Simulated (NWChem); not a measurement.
# C3H3N (E-propargylimine): levels of theory compared

Wanted: a comparison of 6 runs (HF/3-21G, B3LYP/6-31G*, B3LYP/def2-SVPD, PBE0/def2-SVPD, SVWN5/def2-SVPD) of C3H3N (E-propargylimine). 

Program for the calculation: NWChem 7.3.0.

5 further runs of the same task are left out: 5 set aside as unsound or not needed.

## 1. The structure to begin with

C3H3N has 7 atoms, charge 0, and is taken as a singlet. SMILES: `[H]/N=C/C#C`. One bond was lengthened or shortened from a relaxed shape.

Bond lengths: N2–C3 1.269 Å, C3–C4 1.429 Å, C4–C5 1.201 Å, H1–N2 1.019 Å, C3–H6 1.096 Å, C5–H7 1.224 Å. Angles: N2–C3–C4 121.8°, C3–C4–C5 176.6°, N2–C3–H6 123.7°, C4–C3–H6 114.5°, H1–N2–C3 110.0°, C4–C5–H7 178.7°.

## 2. The energy at HF/3-21G (run 1)

Contents of sp.nw:

```
start sp
title "C3H3N"
memory 2200 mb

geometry units angstroms noautosym nocenter noautoz
  H        0.931145      -2.119601       1.284426
  N        0.192335      -1.634101       0.776876
  C        0.586045      -0.475641       0.441366
  C       -0.254245       0.423419      -0.284244
  C       -0.906875       1.227559      -0.893134
  H        1.580675      -0.078921       0.675546
  H       -1.592480       2.029580      -1.514510
end

basis "ao basis" spherical bse
  * library 3-21G
end

scf
  thresh 1e-08
  maxiter 80
  print low
end

task scf energy
```

Started as:

```
nwchem sp.nw > sp.out
```

The log of the run:

```text
[...]
  functions       =    42
[...]
  wavefunction    = RHF
[...]
         Total SCF energy =   -168.729019841041
      One-electron energy =   -405.080533662737
      Two-electron energy =    146.449144120298
 Nuclear repulsion energy =     89.902369701398
        Time for solution =      0.8s
 Task  times  cpu:        0.8s     wall:        0.8s
[...]
```

Wall time 1.4 s (1 thread of Intel Xeon Platinum 8488C (Sapphire Rapids), shared host); peak memory 0.099 GiB.

## 3. A single-point energy at B3LYP/6-31G(d) (spherical functions) (run 2)

Contents of job.nw:

```
start job
title "C3H3N B3LYP"
memory total 2200 mb

geometry noautosym nocenter noautoz
 H      0.931145    -2.119601     1.284426
 N      0.192335    -1.634101     0.776876
 C      0.586045    -0.475641     0.441366
 C     -0.254245     0.423419    -0.284244
 C     -0.906875     1.227559    -0.893134
 H      1.580675    -0.078921     0.675546
 H     -1.592480     2.029580    -1.514510
end

basis spherical bse
 H library 6-31G*
 N library 6-31G*
 C library 6-31G*
end

dft
 xc b3lyp
 mult 1
 grid xfine
 convergence energy 1e-08
 maxiter 100
 mulliken
 print low
end

task dft energy
```

Started as:

```
nwchem job.nw > job.out
```

The log of the run:

```text
[...]
 d= 0,ls=0.0,diis     1   -170.6761931263 -2.61D+02  3.36D-02  5.77D-01     1.5
[...]
 d= 0,ls=0.0,diis    11   -170.7526569095 -2.14D-09  8.91D-07  3.56D-09    14.3
         Total DFT energy =     -170.752656909514
      One electron energy =     -407.205951116405
           Coulomb energy =      170.735453977690
    Exchange-Corr. energy =      -24.184529472197
 Nuclear repulsion energy =       89.902369701398
[...]
      Total Density - Mulliken Population Analysis
     ---------------------------------------------
    Atom       Charge   Shell Charges
 -----------   ------   -------------------------------------------------------
    1 H    1     0.70   0.52  0.18
    2 N    7     7.46   2.00  0.82  2.39  0.92  1.30  0.04
    3 C    6     6.10   2.00  0.70  2.05  0.45  0.84  0.06
    4 C    6     5.69   2.00  0.69  2.04  0.46  0.48  0.03
    5 C    6     6.44   2.00  0.67  1.95  0.63  1.17  0.02
    6 H    1     0.85   0.53  0.32
    7 H    1     0.76   0.45  0.31
[...]
```

Wall time 15 s (1 thread of Intel Xeon Platinum 8488C (Sapphire Rapids), shared host); peak memory 0.13 GiB.

Run 3 isn't shown in full; the table further down has it.

## 4. A single-point energy at B3LYP/def2-SVPD (run 4)

Contents of run.py:

```python
from ase import Atoms
from ase.calculators.nwchem import NWChem

system = Atoms(['H', 'N', 'C', 'C', 'C', 'H', 'H'], positions=[
    [0.931145, -2.119601, 1.284426],
    [0.192335, -1.634101, 0.776876],
    [0.586045, -0.475641, 0.441366],
    [-0.254245, 0.423419, -0.284244],
    [-0.906875, 1.227559, -0.893134],
    [1.580675, -0.078921, 0.675546],
    [-1.592480, 2.029580, -1.514510],
])

calc = NWChem(
    label='nw',
    theory='dft',
    memory='2200 mb',
    basis='def2-SVPD',
    basispar='spherical bse',
    dft={'xc': 'b3lyp', 'mult': '1', 'grid': 'fine', 'convergence': 'energy 1e-08', 'iterations': '100', 'mulliken': None},
    task='energy',
)
system.calc = calc

print(f"energy = {system.get_potential_energy():.6f} eV")
print("dipole (e A):", system.get_dipole_moment().round(4))
```

Started as:

```
export ASE_NWCHEM_COMMAND="nwchem PREFIX.nwi > PREFIX.nwo"
python run.py
```

The log of the run:

```text
energy = -4643.563887 eV
dipole (e A): [ 0.2862  0.2945 -0.0097]
```

The calculator wrote nw.nwi:

```
title "nw"

permanent_dir nw

scratch_dir nw

start nw

geometry units angstrom nocenter noautosym noautoz
  H  9.3114500000000000e-01 -2.1196009999999998e+00 1.2844260000000001e+00
  N  1.9233500000000001e-01 -1.6341010000000000e+00 7.7687600000000001e-01
  C  5.8604500000000004e-01 -4.7564099999999998e-01 4.4136599999999998e-01
  C  -2.5424500000000000e-01 4.2341899999999999e-01 -2.8424400000000000e-01
  C  -9.0687499999999999e-01 1.2275590000000001e+00 -8.9313399999999998e-01
  H  1.5806750000000001e+00 -7.8921000000000005e-02 6.7554599999999998e-01
  H  -1.5924799999999999e+00 2.0295800000000002e+00 -1.5145100000000000e+00
end

memory 2200 mb

basis spherical bse noprint
   * library def2-SVPD
end

dft
  xc b3lyp
  mult 1
  grid fine
  convergence energy 1e-08
  iterations 100
  mulliken
end

task dft energy
```

nw.nwo:

```text
Northwest Computational Chemistry Package (NWChem) 7.3.0
             --------------------------------------------------------

           Job information
           ---------------

    nwchem branch   = 7.3.0
    use scalapack   = T
    input           = nw.nwi
    prefix          = nw.
    data base       = nw/nw.db
    status          = startup
    nproc           =        1

           Memory information
           ------------------

[... 5 lines left out ...]
    hardfail = no
[... 119 lines left out ...]
          Convergence on energy requested:  1.00D-08
[... 26 lines left out ...]
          Convergence Information
[... 30 lines left out ...]
 1-e energy   =    -403.742614
[... 45 lines left out ...]
      One electron energy =     -406.732969279251
[... 8 lines left out ...]
                       DFT Final Molecular Orbital Analysis
[... 778 lines left out ...]
     Multipole analysis of the density
     ---------------------------------

     L   x y z        total         alpha         beta         nuclear
     -   - - -        -----         -----         ----         -------
     0   0 0 0     -0.000000    -14.000000    -14.000000     28.000000

     1   1 0 0      0.540915      1.389898      1.389898     -2.238881
[... 8 lines of this table left out ...]
     2   0 0 2    -16.469663    -35.132675    -35.132675     53.795688

 Task  times  cpu:       14.8s     wall:       14.8s
 Total times  cpu:       14.8s     wall:       14.8s
```

Wall time 16 s (1 thread of Intel Xeon Platinum 8488C (Sapphire Rapids), shared host); peak memory 0.11 GiB.

Run 5 isn't shown in full; the table further down has it.

## 5. The energy at SVWN5/def2-SVPD (run 6)

Contents of run.py:

```python
from ase import Atoms
from ase.calculators.nwchem import NWChem

atoms = Atoms(['H', 'N', 'C', 'C', 'C', 'H', 'H'], positions=[
    [0.931145, -2.119601, 1.284426],
    [0.192335, -1.634101, 0.776876],
    [0.586045, -0.475641, 0.441366],
    [-0.254245, 0.423419, -0.284244],
    [-0.906875, 1.227559, -0.893134],
    [1.580675, -0.078921, 0.675546],
    [-1.592480, 2.029580, -1.514510],
])

calc = NWChem(
    label='mol',
    theory='dft',
    memory='2200 mb',
    basis='def2-SVPD',
    basispar='spherical bse',
    dft={'xc': 'slater vwn_5', 'mult': '1', 'grid': 'fine', 'convergence': 'energy 1e-08', 'iterations': '100', 'mulliken': None},
    task='energy',
)
atoms.calc = calc

e = atoms.get_potential_energy()
print(f"E = {e:.6f} eV")
print("dipole (e A):", atoms.get_dipole_moment().round(4))
```

Started as:

```
export ASE_NWCHEM_COMMAND="nwchem PREFIX.nwi > PREFIX.nwo"
python run.py
```

The log of the run:

```text
E = -4602.194860 eV
dipole (e A): [ 0.28    0.2977 -0.0136]
```

The calculator wrote mol.nwi:

```
title "mol"

permanent_dir mol

scratch_dir mol

start mol

geometry units angstrom nocenter noautosym noautoz
  H  9.3114500000000000e-01 -2.1196009999999998e+00 1.2844260000000001e+00
  N  1.9233500000000001e-01 -1.6341010000000000e+00 7.7687600000000001e-01
  C  5.8604500000000004e-01 -4.7564099999999998e-01 4.4136599999999998e-01
  C  -2.5424500000000000e-01 4.2341899999999999e-01 -2.8424400000000000e-01
  C  -9.0687499999999999e-01 1.2275590000000001e+00 -8.9313399999999998e-01
  H  1.5806750000000001e+00 -7.8921000000000005e-02 6.7554599999999998e-01
  H  -1.5924799999999999e+00 2.0295800000000002e+00 -1.5145100000000000e+00
end

memory 2200 mb

basis spherical bse noprint
   * library def2-SVPD
end

dft
  xc slater vwn_5
  mult 1
  grid fine
  convergence energy 1e-08
  iterations 100
  mulliken
end

task dft energy
```

mol.nwo:

```text
Northwest Computational Chemistry Package (NWChem) 7.3.0
             --------------------------------------------------------

           Job information
           ---------------

    nwchem branch   = 7.3.0
    use scalapack   = T
    input           = mol.nwi
    prefix          = mol.
    data base       = mol/mol.db
    status          = startup
    nproc           =        1

           Memory information
           ------------------

[... 5 lines left out ...]
    hardfail = no
[... 119 lines left out ...]
          Convergence on energy requested:  1.00D-08
[... 22 lines left out ...]
          Convergence Information
[... 30 lines left out ...]
 1-e energy   =    -403.742614
[... 46 lines left out ...]
      One electron energy =     -406.681299926382
[... 8 lines left out ...]
                       DFT Final Molecular Orbital Analysis
[... 771 lines left out ...]
     Multipole analysis of the density
     ---------------------------------

     L   x y z        total         alpha         beta         nuclear
     -   - - -        -----         -----         ----         -------
     0   0 0 0     -0.000000    -14.000000    -14.000000     28.000000

     1   1 0 0      0.529040      1.383960      1.383960     -2.238881
[... 8 lines of this table left out ...]
     2   0 0 2    -16.455918    -35.125803    -35.125803     53.795688

 Task  times  cpu:       11.1s     wall:       11.1s
 Total times  cpu:       11.1s     wall:       11.1s
```

Run time: 12 s. Hardware: 1 thread of Intel Xeon Platinum 8488C (Sapphire Rapids), shared host; peak memory 0.11 GiB.

## 6. All runs side by side

| run | level | iteration cap | module | energy (Eh) | wall time |
| --- | --- | --- | --- | --- | --- |
| 1 | HF/3-21G | 80 | scf | -168.729020 | 1.4 s |
| 2 | B3LYP/6-31G* (spherical functions) | 100 | dft | -170.752657 | 15 s |
| 3 | B3LYP/6-31G* (Cartesian functions) | 100 | dft | -170.756905 | 18 s |
| 4 | B3LYP/def2-SVPD | 100 | dft | -170.647827 | 16 s |
| 5 | PBE0/def2-SVPD | 100 | dft | -170.435246 | 16 s |
| 6 | SVWN5/def2-SVPD | 100 | dft | -169.127543 | 12 s |

## 7. What came out

| quantity | value |
| --- | --- |
| run 6: total energy | -169.12754 Eh |
| run 6: dipole moment | 1.96 D |
| run 6: HOMO energy | -6.59 eV |
| run 6: LUMO energy | -2.76 eV |
| run 6: HOMO–LUMO gap | 3.83 eV |

What this shows: Over runs 3, 4, 5, 6 the dipole moment (its size) runs from 1.92 D (B3LYP/6-31G*) to 1.97 D (B3LYP/def2-SVPD). Over runs 3, 4, 5, 6 the HOMO–LUMO gap runs from 3.83 eV (SVWN5/def2-SVPD) to 6.61 eV (PBE0/def2-SVPD). Totals of different functionals can't be ranked against each other. All runs together took 79 s, the longest 18 s.
